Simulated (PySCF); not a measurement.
## From computed data to an observable: chemical shift, span and skew from a shielding tensor

acetonitrile (C₂H₃N), SMILES CC#N. Atoms are numbered in the order given.

```xyz
6

C      0.0000     0.0000    -1.1708
C      0.0000     0.0000     0.2784
N      0.0000     0.0000     1.4273
H      0.8873     0.5123    -1.5456
H      0.0000    -1.0246    -1.5456
H     -0.8873     0.5123    -1.5456
```
Charge 0, spin multiplicity 1.

The structure is a stationary point at PBE0-D3(BJ)/def2-TZVP.

GIAO shieldings from PySCF with B3LYP/pcSseg-2, non-relativistic, no solvent. The symmetric part of the tensor of C2 has the principal values -56.4, -56.4, 291.2 ppm. The same nucleus in TMS has σ = 181.3 ppm at this level (PySCF, at its B3LYP-D3(BJ)/def2-TZVP geometry).

Problem. Work out the isotropic shielding, the ¹³C shift against TMS, the span and the skew.

Solution. 
σ(iso) = (σ11 + σ22 + σ33)/3 = 59.5 ppm. δ = σ(ref) − σ(iso) = 181.3 − (59.5) = 121.8 ppm.
Span Ω = σ33 − σ11 = 347.6 ppm. Skew κ = 3(σ(iso) − σ22)/Ω = 1.00, an axial tensor. Tumbling in solution averages the tensor to δ; in a static solid the shielding alone would spread this spin-1/2 line over Ω.
